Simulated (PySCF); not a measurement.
**C2 and its ions**

UHF-MP2; basis C def2-TZVPPD; no relativity; PySCF 2.14. Neutral (UHF): triplet (σ ↑, π ↑), Re = 1.316 Å, ωe = 1659 cm⁻¹, De = 6.28 eV.

C₂⁺ (UHF): quartet (σ ↑, π ↑↑), Re = 1.401 Å, ωe = 1404 cm⁻¹, De = 5.66 eV to C⁺ + C. The energies at the minima are -75.74826 hartree for C2 and -75.31254 for C₂⁺.

Work out the adiabatic ionisation energy, without and with harmonic zero-point energies (1 hartree = 27.2114 eV, 1 eV = 8065.5 cm⁻¹), and the change of the bond length.

At UHF-MP2: 0.43572 hartree = 11.857 eV between the minima; the zero-point term (1404.0 − 1659.0)/2 cm⁻¹ = -0.016 eV makes it 11.841 eV. Re changes by +8.5 pm against the neutral. The electron leaves a π orbital, and the longer bond of the ion fits a bonding orbital, or a change in how ionic the bond is.

C₂⁻ (UHF): doublet (σ ↑), Re = 1.277 Å, ωe = 1773 cm⁻¹. The energies at the minima are -75.74826 hartree for C2 and -75.87558 for C₂⁻.

Work out the adiabatic electron affinity, without and with harmonic zero-point energies (1 hartree = 27.2114 eV, 1 eV = 8065.5 cm⁻¹), and the change of the bond length.

At UHF-MP2: 0.12732 hartree = 3.465 eV between the minima; the zero-point term (1659.0 − 1773.0)/2 cm⁻¹ = -0.007 eV makes it 3.457 eV. Re changes by -3.9 pm against the neutral. The electron enters a π orbital, and the shorter bond of the ion fits a bonding orbital, or a change in how ionic the bond is.

Correlated steps freeze 2 core orbitals. States were picked by a PBE0 search and need not be the measured ground states.
